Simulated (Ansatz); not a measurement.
Species: CH4S, SMILES `CS` with one electron removed (charge 1, multiplicity 2), formula CH$_{4}$S.

Q: How many basis functions does Ansatz (an electronic-structure program) with frozen-core CCSD(T)/cc-pVTZ // B3LYP-D3(BJ)/def2-TZVP use, how many core orbitals are frozen, and how many electrons are correlated?

A: 120 basis functions and 6 frozen orbitals, which leaves 13 correlated electrons. Core time is of the order of seconds.
